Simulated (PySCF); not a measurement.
Species: butanoyl fluoride, C₄H₇FO.
Structure used (GFN2-xTB), in Å, numbered top down from 1:
```xyz
13
C4H7FO angstrom
C     -1.4886   -0.0076   -0.5024
C     -0.5654   -0.3082    0.6721
C      0.7790    0.4057    0.5361
C      1.6282   -0.1750   -0.5406
O      1.4857   -1.1338   -1.2100
F      2.7580    0.5864   -0.7080
H     -2.4395   -0.5180   -0.3744
H     -1.0422   -0.3470   -1.4329
H     -1.6812    1.0606   -0.5772
H     -0.3928   -1.3839    0.7315
H     -1.0400    0.0118    1.6012
H      0.6408    1.4691    0.3217
H      1.3537    0.3403    1.4654
```

A calculation gives these core lines: C 1s: 290.80 (area 1), 291.16 (area 1), 291.81 (area 1), 295.93 (area 1) eV; O 1s: 538.96 eV; F 1s: 692.99 eV.

Method: delta-SCF UKS SCAN, pcX-2 on the ionised atom, pcseg-1 elsewhere, spin-free X2C (PySCF). Isolated species at its GFN2-xTB geometry (one conformer only).

(1) Assign the C 1s lines to atoms.

Answers

(1) 290.80 eV: C1 (methyl carbon); 291.16 eV: C2 (chain CH2 carbon); 291.81 eV: C3 (sp3 carbon next to a carbonyl); 295.93 eV: C4 (acyl halide carbon). The listed C 1s values span 5.13 eV, from C1 (bonded to C and 3 H) to C4 (bonded to F, O (double bond) and C). Summing the Pauling electronegativity differences to the bonded atoms, each weighted by its formal bond order, gives -1.05 for the lowest site and +3.21 for the highest; no listed site has a larger sum than the highest.

Bonded neighbours of each site: C1: C and 3 H; C2: 2 C and 2 H; C3: 2 C and 2 H; C4: F, O (double bond) and C; O5: C (double bond); F6: C.

Question: What is the C 1s shift of C3 against C1?

Answer: 291.81 − 290.80 = +1.01 eV, or +97 kJ/mol.
